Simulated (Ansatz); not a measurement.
# Changing the shape of SiH3, doublet

Computed with Ansatz's Gaussian-basis code (development build). Basis cc-pVDZ, nonrelativistic, 5 orbitals frozen in the corrections; active space CAS(7,7). Restricted Hartree–Fock, then the lowest state-specific CASSCF solution met for each case. On stretched bonds single-reference methods can fail or change state. Unlike active orbitals can shift such differences by tenths of an eV, at times by over 1 eV.

Case A:

```xyz
4

Si    0.0000    0.0000    0.0731
H     1.3105    0.0000   -0.3412
H    -0.6552    1.1349   -0.3412
H    -0.6552   -1.1349   -0.3412
```

Case B:

```xyz
4

Si    0.0000    0.0000    0.0795
H     1.4245    0.0000   -0.3709
H    -0.7122    1.2336   -0.3709
H    -0.7122   -1.2336   -0.3709
```

Case C:

```xyz
4

Si    0.0000    0.0000    0.0858
H     1.5384    0.0000   -0.4006
H    -0.7692    1.3323   -0.4006
H    -0.7692   -1.3323   -0.4006
```

Energy less that of case A, in eV:

| case | RHF/ROHF | CASSCF |
| --- | --- | --- |
| B | -0.423 | -0.564 |
| C | -0.032 | -0.356 |

(1) What does SC-NEVPT2 give for these differences?

(2) Which case is lowest, and do the methods agree?

## Answers

(1) B: -0.486 eV (-11.2 kcal/mol); C: -0.204 eV (-4.7 kcal/mol).

(2) B is lowest in SC-NEVPT2. Of the methods shown, RHF/ROHF, CASSCF agree.
